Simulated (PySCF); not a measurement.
These are TPSSh-D3(BJ)/def2-TZVP // B3LYP-D3(BJ)/def2-TZVP (PySCF 2.14.0) values and carry that method's errors. Isolated molecules, 0 K electronic values unless said otherwise. One relaxed conformer stands for a flexible species; it need not be the lowest. Excitations are Tamm–Dancoff values on a coarser integration grid. The basis has no diffuse functions, so Rydberg states are missing or too high.

Reference species (SMILES): `F[Si](F)(F)F` (neutral, multiplicity 1).

| Property | Value |
|---|---|
| HOMO–LUMO gap | 11.64 eV |
| S1 oscillator strength | 0.000 |
| S1 excitation (TDA) | 10.94 eV |

Changed species: `O[Si](O)(O)F` (3 of 4 F replaced by OH; the reference has 0 of 4 F replaced by OH).

Task: What does the change do to the HOMO–LUMO gap, S1 oscillator strength and S1 excitation (TDA)?

Result: the HOMO–LUMO gap decreases by 2.86 eV, to 8.78 eV; the S1 oscillator strength is nearly the same; the S1 excitation (TDA) falls by 2.70 eV, to 8.24 eV.
